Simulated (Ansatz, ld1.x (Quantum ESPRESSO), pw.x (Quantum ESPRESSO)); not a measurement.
# rhenium: one change to the PAW potential, in the atom and in the sc crystal

rhenium (Re), PAW, made with ld1.x (Quantum ESPRESSO) 7.5 (PBEsol, scalar-relativistic). Core [Xe] 4f14, reference 5d5 6s1 6p1. Waves: 6s (bound): rcut 1.75, rcutus 2.35 bohr; 6s channel at -0.2 Ry: rcut 1.75, rcutus 2.35 bohr; 6p (bound): rcut 2.50, rcutus 2.90 bohr; 6p channel at 0.45 Ry: rcut 2.50, rcutus 2.90 bohr; 5d (bound): rcut 2.25, rcutus 2.70 bohr; 5d channel at 2 Ry: rcut 2.25, rcutus 2.70 bohr. Local part: all-electron potential smoothed inside 2.55 bohr (lloc = -1). Core correction: Bessel-smoothed model core inside 1.15 bohr. Augmentation charge: BESSEL, radius 1.65 bohr.

Change: reference 5d5 6s0.5 6p0.

Cutoffs, loose and tight: the cutoffs (Ry, on a coarse ladder) from which the occupation-weighted sum of valence levels, in a spherical-Bessel basis at the reference potential, stays within 10 and 1 mRy of its value at 400 Ry. They do not see the model core or the augmentation charge, which bear on the density cutoff. Test errors are all-electron minus pseudo excitation energies from the reference, over the configurations 5d5 6s2 6p0; 5d5 6s1 6p0; 5d5 6s0 6p0; 5d6 6s1 6p0; 5d5 6s0 6p1; 5d4 6s2 6p1; 5d4 6s2 6p0; variants that change the core or the reference have their own tests.

Crystal test: sc Re in pw.x 7.5, no spin, 13³ k-points, Fermi–Dirac smearing 0.01 Ry, cutoffs set for each file from its atomic test. The reference is all-electron LAPW (Ansatz 0.2.0) with the same functional, mesh and smearing; V0 and B0 come from Birch–Murnaghan fits to the pressures at five volumes. Errors are pseudo minus all-electron; Δ is the rms difference of the E(V) curves that follow from these fits, minima aligned, over ±6 % about the mean V0. Mesh and smearing are coarse, so the numbers serve the comparison and aren't converged zero-temperature values; the lattice is a test structure that the element need not adopt.

All-electron: a0 = 2.555 Å (V0 = 16.67 Å³/atom), B0 = 279.0 GPa.

**Question.** Does the change bring the crystal closer to the all-electron result?

**Answer.** The mean pressure error goes from +3.56 to +7.91 GPa, so the change moves the solid further from the all-electron pressures.

```json
{"quantity": "outcome (atom)", "base": "generated", "changed": "generated"}
{"quantity": "cutoff, loose (atom)", "base": "15 Ry", "changed": "15 Ry"}
{"quantity": "cutoff, tight (atom)", "base": "21 Ry", "changed": "21 Ry"}
{"quantity": "bound ghosts (atom)", "base": "none", "changed": "none"}
{"quantity": "largest test error (meV) (atom)", "base": "-29", "changed": "-45"}
{"quantity": "cutoffs in pw.x (Ry)", "base": "40/320", "changed": "40/320"}
{"quantity": "a0 (Å)", "base": "2.565", "changed": "2.579"}
{"quantity": "a0 error (%)", "base": "+0.42", "changed": "+0.94"}
{"quantity": "B0 error (%)", "base": "-2.2", "changed": "-5.7"}
{"quantity": "Δ (meV/atom)", "base": "12.7", "changed": "28.0"}
{"quantity": "mean pressure error (GPa)", "base": "+3.56", "changed": "+7.91"}
```

Base: The largest radius (2.90 bohr) exceeds half the bond length (2.41 bohr), so the spheres overlap, which is one possible source of error among others. Changed file: The largest radius (2.90 bohr) exceeds half the bond length (2.41 bohr), so the spheres overlap, which is one possible source of error among others. This is a poor potential for the solid. The logarithmic derivative shows an extra or strongly shifted pseudo pole above the reference energy (s near 0.47 Ry).
